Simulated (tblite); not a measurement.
Compound: C5H8N (doublet state).
Numbering: `[CH3:1][CH:2][C@H:3]([CH3:4])[C:5]#[N:6]` (hydrogens: H7, H8, H9 on C1; H10 on C2; H11 on C3; H12, H13, H14 on C4)

Structure optimised with GFN2-xTB, isolated species. This method treats the open shell by occupation alone, without spin polarisation.

Task: What internal coordinates does the optimisation give?

Result: 
```tsv
bond	length (Å)
C1–C2	1.476
C2–C3	1.488
C3–C4	1.533
C3–C5	1.453
C5≡N6	1.145
C1–H7, C1–H9	1.090
C1–H8	1.098
C2–H10	1.077
C3–H11	1.097
C4–H12, C4–H13, C4–H14	1.088
```

Bonds in one row agree within 0.01 Å and their mean is given. A selection of angles:
```tsv
angle	degrees
C2–C1–H7	111.3
H7–C1–H8	107.1
H7–C1–H9	109.3
C1–C2–C3	121.6
C1–C2–H10	119.0
C3–C2–H10	117.6
C2–C3–C4	113.6
C2–C3–C5	104.0
C2–C3–H11	110.7
C4–C3–C5	110.1
C4–C3–H11	110.3
C5–C3–H11	107.9
C3–C4–H12	109.6
C3–C4–H13	110.5
H12–C4–H13	109.0
C3–C5–N6	175.5
```

Dihedral angles: C1–C2–C3–C4 -154° (antiperiplanar).

Of the pairs four or more bonds apart, H7···H11 is among the closest relative to their van der Waals radii: 2.44 Å, 102 % of the sum of Bondi's values. C2 (carbon bonded to 2 C and H) is almost planar (angles 121.6°, 119.0° and 117.6°, sum 358.2°, 0.10 Å off the plane of its three neighbours). The C–C distances run from 1.453 Å (C3–C5, drawn single) to 1.533 Å (C3–C4, drawn single), a spread of 0.080 Å.

Point group: C1 (no symmetry element, even within 0.4 Å). Its GFN2-xTB frequencies are all real (lowest 60 cm⁻¹).

One conformer stands for the species.

These are computed values.
